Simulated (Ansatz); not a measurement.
**CH2BCl (SMILES B[C]Cl): the energy, rung by rung**

CH2BCl has 5 atoms, charge 0, and is taken as a triplet. SMILES: `B[C]Cl`. The shape is that of a GFN2-xTB optimisation.

```xyz
5

B     0.4142    0.1394   -0.4725
C    -0.4874    0.2809    0.6847
Cl   -1.4706   -0.5831    1.6530
H     0.5757   -0.9156   -0.9698
H     0.9682    1.0784   -0.8954
```

Quantity: the energy change with the C2–Cl3 bond stretched from 1.628 to 3.256 Å, in eV. The values are calculated.

```tsv
level	kind	program	value (eV)
U-revPBE/STO-3G	GGA	Ansatz	3.57
U-r2SCAN/STO-3G	meta-GGA	Ansatz	3.90
UB3LYP/STO-3G	global hybrid	Ansatz	3.59
U-wB97M-V/STO-3G	range-separated hybrid	Ansatz	3.85
UB2PLYP/STO-3G	double hybrid	Ansatz	3.61
RPA@PBE/STO-3G	RPA	Ansatz	2.79
UMP2/STO-3G	perturbation theory	Ansatz	3.09
UBCCD(T)/STO-3G	coupled cluster or CI	Ansatz	3.24
```

The first shape isn't each level's own minimum. The values span 2.79 to 3.90 eV. Spin contamination of the reference (⟨S²⟩ at least 0.1 too high) touches U-r2SCAN/STO-3G, UB3LYP/STO-3G, UB2PLYP/STO-3G, UMP2/STO-3G, UBCCD(T)/STO-3G. All rows use very small basis sets, so none should be taken for the real molecule's value.
